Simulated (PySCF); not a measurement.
BF3, SMILES FB(F)F.

Geometry optimised at B3LYP-D3(BJ)/def2-TZVP. The isomer is the one that the SMILES or the coordinates give; other isomers of the formula were not compared.

Computed with PySCF with B3LYP-D3(BJ)/def2-TZVP.

Frequencies are harmonic and unscaled.

Modes within 1.5 cm⁻¹ of each other (mostly degenerate sets) share a row, with their intensities summed.

```tsv
mode	ν (cm⁻¹)	IR (km/mol)	Raman (Å⁴/amu)	depolarisation	moving atoms (share of kinetic energy)
1–2	472	25.0	1.2	0.75	F 91 %, B 9 %
3	687	97.6	0.0	–	B 84 %, F 16 %
4	885	0.0	4.1	0.04	F 100 %
5–6	1460	880.2	0.5	0.75	B 76 %, F 24 %
```
